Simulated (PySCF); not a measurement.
# C₄H₄O: excited states, first hyperpolarisability

Wanted: excited states, first hyperpolarisability for C₄H₄O (`CC#CC=O`).

Computed with PySCF 2.14.0 and routines of our own; the level stands in each step. Atoms count from 0.

## Step 1: The system as given

9 atoms, charge 0, multiplicity 1; geometry from: GFN2-xTB.

## Step 2: Geometry optimisation at PBE0-D3(BJ)/def2-TZVP

What the job is given:

```
{"job": {"xc": "PBE0", "basis": "def2-TZVP", "d3": "d3bj", "grid": 2, "kind": "geom"}, "charge": 0, "multiplicity": 1}
C     -1.796526    -0.093742    -0.171600
C     -0.367819    -0.032156    -0.334625
C      0.827687     0.040069    -0.473341
C      2.241493     0.103779    -0.634405
O      2.999226    -0.828626    -0.567593
H     -2.065414     0.285189     0.814176
H     -2.141159    -1.122970    -0.262251
H     -2.284512     0.519377    -0.928634
H      2.600585     1.135074    -0.835778
```

Command:

```sh
$ OMP_NUM_THREADS=1 python excited_run.py task.json out
```

One launch serves the whole session: the jobs run in the order shown.

The program printed:

```text
step   0  E = -229.79620923  max force = 0.010171
step   1  E = -229.79661215  max force = 0.003954
step   2  E = -229.79660704  max force = 0.003246
step   3  E = -229.79669128  max force = 0.001905
step   4  E = -229.79672911  max force = 0.001342
step   5  E = -229.79674717  max force = 0.000827
step   6  E = -229.79675207  max force = 0.000274
optimisation converged
```

Run time: 23 s. Hardware: 1 thread of AMD EPYC 9R45, shared host; peak memory 0.72 GiB.

Step by step:

```csv
step,energy from step 0 (eV),largest force component (eV/Å)
0,0.0000,0.5230
1,-0.0110,0.2033
2,-0.0108,0.1669
3,-0.0131,0.0980
4,-0.0141,0.0690
5,-0.0146,0.0425
6,-0.0148,0.0141
```

Distances of close pairs at the start and the end, largest changes first:

```csv
bond,before (Å),after (Å),change (Å)
C2–C3,1.424,1.437,+0.013
C0–C1,1.439,1.445,+0.006
C0–H5,1.090,1.093,+0.003
C3–H8,1.110,1.107,-0.003
C0–H7,1.090,1.092,+0.003
C0–H6,1.089,1.092,+0.003
C3–O4,1.203,1.205,+0.001
C1–C2,1.206,1.205,-0.000
```

The end geometry stands in the next job.

```csv
at the end point,value
point group (found at 0.08 Å tolerance),C1
"rotational constants (GHz, main isotopes)","44.026, 2.128, 2.056"
dipole moment (D),4.03
```

## Step 3: Excited states: TDA CAM-B3LYP/def2-TZVPD

What the job is given:

```
{"job": {"kind": "states", "xc": "CAM-B3LYP", "basis": "def2-TZVPD", "tda": true, "soc": true, "nstates": 6, "ntriplets": 5, "nquad": 4}, "charge": 0, "multiplicity": 1}
C     -1.818015    -0.130578    -0.084634
C     -0.382577    -0.107953    -0.250065
C      0.815347    -0.106458    -0.383910
C      2.240660    -0.033534    -0.555090
O      2.980119    -0.983782    -0.516735
H     -2.090233     0.255506     0.901061
H     -2.207734    -1.146831    -0.173068
H     -2.303874     0.496329    -0.835900
H      2.628070     0.988992    -0.729241
```

Level: TDA CAM-B3LYP/def2-TZVPD excited states, vertical, gas phase, spin-orbit mean-field couplings.

The program printed:

```text
coarse grid: 7912 points
cycle   1  E = -229.8141252030  dE =  8.487e-01  |g| = 8.364e-01  |ddm| = 6.622e+00
cycle   2  E = -229.5460414014  dE =  2.681e-01  |g| = 1.495e+00  |ddm| = 2.158e+00
cycle   3  E = -229.9545645808  dE = -4.085e-01  |g| = 8.702e-02  |ddm| = 1.247e+00
cycle   4  E = -229.9561062171  dE = -1.542e-03  |g| = 5.032e-02  |ddm| = 1.577e-01
cycle   5  E = -229.9566725405  dE = -5.663e-04  |g| = 1.104e-02  |ddm| = 6.147e-02
cycle   6  E = -229.9566934531  dE = -2.091e-05  |g| = 7.150e-03  |ddm| = 1.891e-02
cycle   7  E = -229.9567062584  dE = -1.281e-05  |g| = 1.943e-03  |ddm| = 7.022e-03
cycle   8  E = -229.9567075033  dE = -1.245e-06  |g| = 5.483e-04  |ddm| = 4.118e-03
final grid: 77528 points
cycle   9  E = -229.9537010592  dE = -2.147e-05  |g| = 3.318e-03  |ddm| = 9.700e-02
cycle  10  E = -229.9537011612  dE = -1.020e-07  |g| = 3.382e-03  |ddm| = 8.365e-03
cycle  11  E = -229.9537033316  dE = -2.170e-06  |g| = 9.139e-04  |ddm| = 3.377e-03
cycle  12  E = -229.9537034711  dE = -1.395e-07  |g| = 1.401e-04  |ddm| = 8.050e-04
cycle  13  E = -229.9537034753  dE = -4.124e-09  |g| = 4.333e-05  |ddm| = 2.907e-04
cycle  14  E = -229.9537034758  dE = -5.101e-10  |g| = 1.964e-05  |ddm| = 6.983e-05
converged SCF energy = -229.9537034758

Singlet excitations
state   eV       nm        f     d(h-e)  d(exc)  Lambda  PR(NTO)  |dmu|/D   mu/D   main configurations
  1   3.9851   311.1   0.00032   0.923   2.266   0.485   1.002    2.337    1.827   H->L 0.96
  2   4.8141   257.5   0.00013   1.023   2.585   0.426   1.006    3.371    7.259   H-1->L 0.96
  3   5.8341   212.5   0.16962   0.729   2.566   0.654   1.586    2.052    5.979   H-2->L 0.74, H-1->L+3 0.12
  4   6.9191   179.2   0.00158   0.090   2.540   0.364   1.012    0.247    3.886   H-2->L+3 0.47, H-2->L+2 0.23, H-2->L+1 0.10
  5   7.2125   171.9   0.00695   0.921   3.295   0.246   1.021                     H->L+2 0.56, H->L+1 0.30
  6   7.2669   170.6   0.01863   0.863   3.477   0.313   1.018                     H-1->L+1 0.88

Triplet excitations (Tamm-Dancoff)
state   eV     d(h-e)  d(exc)  Lambda  PR(NTO)   main configurations
  1   3.3664   0.884   2.218   0.482   1.004   H->L 0.94
  2   4.0283   0.459   2.465   0.688   1.061   H-2->L 0.92
  3   4.5032   0.887   2.517   0.425   1.036   H-1->L 0.93
  4   5.7227   0.027   2.145   0.538   1.084   H-1->L+3 0.51, H-1->L+2 0.15, H-1->L+8 0.10
  5   6.3418   0.436   1.966   0.741   1.318   H-3->L 0.79
S1 - T1 = 0.6188 eV

Spin-orbit couplings |<S|Hso|T>| (cm-1)
             T1       T2       T3       T4       T5
S0       57.528    0.040   13.293    0.089    0.307
S1        0.089   28.330   11.415    8.808   37.002
S2       11.130    8.621    0.174    8.202   11.156
S3       19.317    0.038   15.745    0.244    0.091
S4        1.527    7.880    0.211   12.359    7.246
S5        7.437    0.298    1.384    4.987    0.938
S6        0.481    0.185    2.190    2.231    0.299
T1 sublevels (cm-1): 0.000 0.004 0.316   radiative rates (1/s): 0.819 0.0507 841
```

It took 13 s on 1 thread of AMD EPYC 9R45, shared host; peak memory 0.81 GiB.

In short:

```csv
quantity,value
S1 less T1,0.62 eV
```

The fields below are evaluated on a grid from the run's orbitals.

Frontier orbitals at CAM-B3LYP/def2-TZVPD, with the share of their density that lies nearest to each atom:

```csv
orbital,energy (eV),lies on
HOMO,-9.39,O4 73 %; H8 12 %; C2 9 %
LUMO,-0.67,C3 30 %; O4 25 %; C1 21 %
```

ELF in a plane through or near 7 of the atoms.

Ten even steps from '0' (0.00) to '9' (1.00):
```
0000000000000000000000000000
0000000000000000000000000000
0000000000000000000000000000
0000002310000000000000000000
0000038860000000000000000000
0000199991002420001220000000
0000299992014641003541000000
0000079993247875236752000000
0000017976766866755752000000
0000003436823833952441000000
0013556636812822952441000000
0026787865755856766873000000
0026893461257875349997100000
0014688971015641039998200000
0002478971003420029997100000
0000146751000000004761000000
0000013430000000000100000000
0000000000000000000000000000
0000000000000000000000000000
0000000000000000000000000000
```
The map spans 11.2 Å across and 7.3 Å up, centred on the molecule. Atoms in the plane (x, y in Å): C0 (1.8, 0.0), C1 (0.4, 0.0), C2 (-0.8, 0.0), C3 (-2.3, 0.0), O4 (-3.0, -1.0), H6 (2.2, -1.0), H8 (-2.7, 1.0).

On the surface of density 0.002 e/bohr³ the electrostatic potential runs, from the 1st to the 99th percentile, from -1.66 V near O4 to 1.30 V near H5.

## Step 4: Excited states: TDDFT CAM-B3LYP/aug-cc-pVTZ

The job, as its differences from that of step 3:

```diff
@@ -1,2 +1,2 @@
-{"job": {"kind": "states", "xc": "CAM-B3LYP", "basis": "def2-TZVPD", "tda": true, "soc": true, "nstates": 6, "ntriplets": 5, "nquad": 4}, "charge": 0, "multiplicity": 1}
+{"job": {"kind": "states", "xc": "CAM-B3LYP", "basis": "aug-cc-pVTZ", "tpa": true, "nstates": 8, "nquad": 6, "ntriplets": 0}, "charge": 0, "multiplicity": 1}
 C     -1.818015    -0.130578    -0.084634
```

Method: TDDFT CAM-B3LYP/aug-cc-pVTZ excited states, vertical, gas phase, two-photon moments by quadratic response.

The program printed:

```text
coarse grid: 7912 points
cycle   1  E = -229.8120152255  dE =  8.468e-01  |g| = 8.355e-01  |ddm| = 7.498e+00
cycle   2  E = -229.5473238887  dE =  2.647e-01  |g| = 1.492e+00  |ddm| = 2.925e+00
cycle   3  E = -229.9513711590  dE = -4.040e-01  |g| = 8.720e-02  |ddm| = 1.778e+00
cycle   4  E = -229.9529057741  dE = -1.535e-03  |g| = 5.024e-02  |ddm| = 2.777e-01
cycle   5  E = -229.9534639346  dE = -5.582e-04  |g| = 1.110e-02  |ddm| = 9.978e-02
cycle   6  E = -229.9534850890  dE = -2.115e-05  |g| = 7.120e-03  |ddm| = 2.676e-02
cycle   7  E = -229.9534977504  dE = -1.266e-05  |g| = 1.943e-03  |ddm| = 1.243e-02
cycle   8  E = -229.9534990061  dE = -1.256e-06  |g| = 5.492e-04  |ddm| = 5.008e-03
final grid: 77528 points
cycle   9  E = -229.9490347568  dE = -3.116e-05  |g| = 3.326e-03  |ddm| = 4.462e-01
cycle  10  E = -229.9490349689  dE = -2.121e-07  |g| = 3.320e-03  |ddm| = 2.583e-02
cycle  11  E = -229.9490370653  dE = -2.096e-06  |g| = 9.147e-04  |ddm| = 5.400e-03
cycle  12  E = -229.9490372020  dE = -1.367e-07  |g| = 1.729e-04  |ddm| = 1.397e-03
cycle  13  E = -229.9490372079  dE = -5.901e-09  |g| = 4.444e-05  |ddm| = 5.577e-04
cycle  14  E = -229.9490372085  dE = -5.433e-10  |g| = 1.892e-05  |ddm| = 1.179e-04
converged SCF energy = -229.9490372085

Singlet excitations
state   eV       nm        f     d(h-e)  d(exc)  Lambda  PR(NTO)  |dmu|/D   mu/D   delta(TPA)   sigma/GM   main configurations
  1   3.9529   313.7   0.00033   0.926   2.277   0.482   1.004    2.359    1.807        0.11      0.001   H->L 0.95
  2   4.7901   258.8   0.00010   1.030   2.597   0.422   1.004    3.370    7.259        0.08      0.001   H-1->L 0.96
  3   5.6986   217.6   0.16352   0.730   2.568   0.641   1.586    2.281    6.186      107.46      1.278   H-2->L 0.81, H-1->L+8 0.09
  4   6.8751   180.3   0.00167   0.082   2.677   0.327   1.020    0.233    3.939        0.16      0.003   H-2->L+8 0.50, H-2->L+6 0.12, H-2->L+4 0.10
  5   7.0651   175.5   0.00815   1.096   3.661   0.168   1.022    4.080    6.019       67.24      1.230   H->L+2 0.42, H->L+1 0.24, H->L+6 0.11
  6   7.0882   174.9   0.01257   1.103   3.879   0.219   1.019    5.094    1.118        8.44      0.155   H-1->L+1 0.79
  7   7.2297   171.5   0.00727   1.486   3.983   0.213   1.011                                            H-2->L+1 0.74, H-2->L+5 0.09
  8   7.7782   159.4   0.00293   3.216   5.008   0.155   1.026                                            H->L+1 0.48, H->L+6 0.16, H->L+5 0.12
```

Wall time 23 s (1 thread of AMD EPYC 9R45, shared host); peak memory 0.99 GiB.

## Step 5: First hyperpolarisability: quadratic response CAM-B3LYP/aug-cc-pVTZ

The job, as its differences from that of step 4:

```diff
@@ -1,2 +1,2 @@
-{"job": {"kind": "states", "xc": "CAM-B3LYP", "basis": "aug-cc-pVTZ", "tpa": true, "nstates": 8, "nquad": 6, "ntriplets": 0}, "charge": 0, "multiplicity": 1}
+{"job": {"kind": "beta", "xc": "CAM-B3LYP", "basis": "aug-cc-pVTZ"}, "charge": 0, "multiplicity": 1}
 C     -1.818015    -0.130578    -0.084634
```

Level: quadratic response CAM-B3LYP/aug-cc-pVTZ first hyperpolarisability, Taylor convention, gas phase.

The program printed:

```text
coarse grid: 7912 points
cycle   1  E = -229.8120152255  dE =  8.468e-01  |g| = 8.355e-01  |ddm| = 7.498e+00
cycle   2  E = -229.5473238887  dE =  2.647e-01  |g| = 1.492e+00  |ddm| = 2.925e+00
cycle   3  E = -229.9513711590  dE = -4.040e-01  |g| = 8.720e-02  |ddm| = 1.778e+00
cycle   4  E = -229.9529057741  dE = -1.535e-03  |g| = 5.024e-02  |ddm| = 2.777e-01
cycle   5  E = -229.9534639346  dE = -5.582e-04  |g| = 1.110e-02  |ddm| = 9.978e-02
cycle   6  E = -229.9534850890  dE = -2.115e-05  |g| = 7.120e-03  |ddm| = 2.676e-02
cycle   7  E = -229.9534977504  dE = -1.266e-05  |g| = 1.943e-03  |ddm| = 1.243e-02
cycle   8  E = -229.9534990061  dE = -1.256e-06  |g| = 5.492e-04  |ddm| = 5.008e-03
final grid: 77528 points
cycle   9  E = -229.9490347568  dE = -3.116e-05  |g| = 3.326e-03  |ddm| = 4.462e-01
cycle  10  E = -229.9490349689  dE = -2.121e-07  |g| = 3.320e-03  |ddm| = 2.583e-02
cycle  11  E = -229.9490370653  dE = -2.096e-06  |g| = 9.147e-04  |ddm| = 5.400e-03
cycle  12  E = -229.9490372020  dE = -1.367e-07  |g| = 1.729e-04  |ddm| = 1.397e-03
cycle  13  E = -229.9490372079  dE = -5.901e-09  |g| = 4.444e-05  |ddm| = 5.577e-04
cycle  14  E = -229.9490372085  dE = -5.433e-10  |g| = 1.892e-05  |ddm| = 1.179e-04
converged SCF energy = -229.9490372085

Lowest singlets (eV, f): 3.9529 0.0003  4.7901 0.0001  5.6986 0.1635

First hyperpolarisability (au)
process     nm      |vector|   parallel      HRS      DR
static         -      250.72     106.61     104.49   4.894
shg       1907.0      267.61     115.06     111.42   4.911
eope      1907.0      256.16     109.33          -       -
shg       1064.0      312.02     137.45     129.66   4.946
eope      1064.0      268.87     115.69          -       -
```

It took 21 s on 1 thread of AMD EPYC 9R45, shared host; peak memory 1 GiB.

## Step 6: Results

| quantity | value |
| --- | --- |
| point group | C1 |
| rotational constants (main isotopes) | 44.03, 2.13, 2.06 GHz |
| S1 less T1 (step 3, TDA CAM-B3LYP/def2-TZVPD) | 0.62 eV |
| surface potential, 1st and 99th percentile | -1.66 V and 1.30 V |
| β vector (step 5, quadratic response CAM-B3LYP/aug-cc-pVTZ) | static 251, SHG 1907.0 nm 268, SHG 1064.0 nm 312 au |

What this shows: Relaxing lowered the energy by 0.015 eV in 6 steps; the close pair that moved most is C2–C3, from 1.424 to 1.437 Å. No frequency check was run at this level, so the end point may be a saddle. In step 3, the number of triplets below S1 is 1, and the largest singlet-triplet spin-orbit coupling is S0–T1, 57.53 cm⁻¹. At CAM-B3LYP/def2-TZVPD, counted by nearest atom on the grid, the HOMO lies on O4 73 %; H8 12 %, the LUMO on C3 30 %; O4 25 %. β grows from 251 au (static) to 312 au for doubling at 1064.0 nm: normal dispersion, which grows as twice the photon energy moves toward the bright states.
